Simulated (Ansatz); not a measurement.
Basis-set extrapolation for AlH5S (`[AlH3-][SH2+]`) (PBE0-D4/def2-TZVP geometry, frozen core, Ansatz 0.2.0). Multiplicity 1, RHF reference.

```
                     cc-pV(T+d)Z  cc-pV(Q+d)Z
                 HF  -642.374275  -642.381035
    MP2 correlation    -0.292968    -0.315545
CCSD(T) correlation    -0.350139    -0.370250
```

Energies in hartree. Use E(X) = E(∞) + A·exp(−5.46·√X) for Hartree–Fock and E(X) = E(∞) + B·X^(−3.05) for correlation, with X = 3 and 4.

Q: What is the CCSD(T) energy at the basis-set limit?

A: HF limit: -642.381035 + (-0.006760) × 0.30130 = -642.38307. Correlation limit: -0.370250 + (-0.020111) × 0.71189 = -0.38457. Total: -642.76764 hartree, 27.1 kcal/mol below CCSD(T)/cc-pV(T+d)Z.
